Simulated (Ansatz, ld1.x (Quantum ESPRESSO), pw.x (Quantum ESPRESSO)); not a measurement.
**pw.x on sc W: one setting changed**

Potential: norm-conserving Troullier–Martins (Kleinman–Bylander form), ld1.x (Quantum ESPRESSO) 7.5, LDA (PW92); core [Xe] 4f14, reference 5d4 6s1.5 6p0.5; waves: 6p (bound): rc 2.74 bohr; 5d (bound): rc 1.70 bohr; 6s (bound): rc 1.95 bohr; local part: the s channel; core correction: a·sin(br)/r model core inside 1.00 bohr.

The reference run (k-mesh 13³, cutoffs 70/280 Ry, Fermi–Dirac 0.01 Ry, mixing_beta 0.4, conv_thr 1e-9, no spin) gives 0.93 GPa at 17.539 Å³/atom, where all-electron LAPW gives -2.36 GPa. This run, with its own iteration cap, changes smearing to gauss.

```
&control
  calculation='scf', prefix='x', pseudo_dir='./', outdir='./tmp', tstress=.true., disk_io='none'
/
&system
  ibrav=0, nat=1, ntyp=1, ecutwfc=70, ecutrho=280, nbnd=10,
  occupations='smearing', smearing='gauss', degauss=0.01
/
&electrons
  conv_thr=1e-09, mixing_beta=0.4, electron_maxstep=50
/
ATOMIC_SPECIES
W 1.0 W.UPF
CELL_PARAMETERS angstrom
  2.59817426 0.00000000 0.00000000
  0.00000000 2.59817426 0.00000000
  0.00000000 0.00000000 2.59817426
ATOMIC_POSITIONS crystal
W 0.0000 0.0000 0.0000
K_POINTS automatic
13 13 13 0 0 0
```

```bash
pw.x < W.scf.in > W.scf.out
```

Problem. How does the run end?

Solution. It converges in 8 iterations; the free energy moves by +17.3 meV/atom and the pressure by -0.45 GPa. Gaussian smearing of the same width is narrower in effect than Fermi–Dirac, so its quadratic term in F is smaller.

```
Message from routine setup:
     using ibrav=0 with symmetry is DISCOURAGED, use correct ibrav instead
     lattice parameter (alat)  =       4.9098  a.u.
     unit-cell volume          =     118.3590 (a.u.)^3
     number of electrons       =         6.00
     number of Kohn-Sham states=           10
     kinetic-energy cutoff     =      70.0000  Ry
     charge density cutoff     =     280.0000  Ry
     scf convergence threshold =      1.0E-09
     Exchange-correlation= PW
     number of k points=    84  Gaussian smearing, width (Ry)=  0.0100
     iteration #  1     ecut=    70.00 Ry     beta= 0.40
     total energy              =     -46.07587384 Ry
     estimated scf accuracy    <       0.02397141 Ry
     iteration #  2     ecut=    70.00 Ry     beta= 0.40
     total energy              =     -46.07441901 Ry
     estimated scf accuracy    <       0.00534736 Ry
     iteration #  3     ecut=    70.00 Ry     beta= 0.40
     total energy              =     -46.07489896 Ry
     estimated scf accuracy    <       0.00029309 Ry
     iteration #  4     ecut=    70.00 Ry     beta= 0.40
     total energy              =     -46.07492940 Ry
     estimated scf accuracy    <       0.00000598 Ry
     iteration #  5     ecut=    70.00 Ry     beta= 0.40
     total energy              =     -46.07493122 Ry
     estimated scf accuracy    <       0.00000063 Ry
     iteration #  6     ecut=    70.00 Ry     beta= 0.40
     total energy              =     -46.07493127 Ry
     estimated scf accuracy    <       0.00000003 Ry
     iteration #  7     ecut=    70.00 Ry     beta= 0.40
     total energy              =     -46.07493128 Ry
     estimated scf accuracy    <          1.7E-09 Ry
     iteration #  8     ecut=    70.00 Ry     beta= 0.40
     the Fermi energy is    13.4750 ev
!    total energy              =     -46.07493128 Ry
     estimated scf accuracy    <          5.2E-10 Ry
     smearing contrib. (-TS)   =      -0.00034657 Ry
     The total energy is F=E-TS. E is the sum of the following terms:
     one-electron contribution =      10.63730305 Ry
     hartree contribution      =       0.42788906 Ry
     xc contribution           =     -36.33609369 Ry
     ewald contribution        =     -20.80368312 Ry
     convergence has been achieved in   8 iterations
          total   stress  (Ry/bohr**3)                   (kbar)     P=        4.79
     Message from routine punch:
     Nothing written, as per user request (disk_io='none')
```

The run took about 9.4 s on one core of a shared host (Neoverse-V2, 64 threads, 251 GiB, load 37).
